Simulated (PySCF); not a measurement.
LiH, SMILES [LiH]. Atoms are numbered in the order given.

```xyz
2

Li     0.0000     0.0000    -0.3991
H      0.0000     0.0000     1.1972
```

Geometry: PBE0-D3(BJ)/def2-TZVPD.

All values below come from PBE/def2-TZVPD run with PySCF.

Isolated molecule, no solvent.

```
Property                                                                                                       Result
---------------------------------------------------------------------------------------------  ----------------------
total energy                                                                                         -8.04587 hartree
point group                                                                                                       C∞v
highest occupied level                                                                                       -4.37 eV
lowest empty level                                                                                           -1.59 eV
orbital gap                                                                                                   2.79 eV
dipole moment                                                                                                  5.58 D
quadrupole, principal values (traceless, Buckingham form, about the centre of nuclear charge)   -1.25, 0.63, 0.63 D·Å
mean static polarisability                                                                       32.7 bohr³ (4.85 Å³)
polarisability, principal values                                                               29.8, 34.2, 34.2 bohr³
```
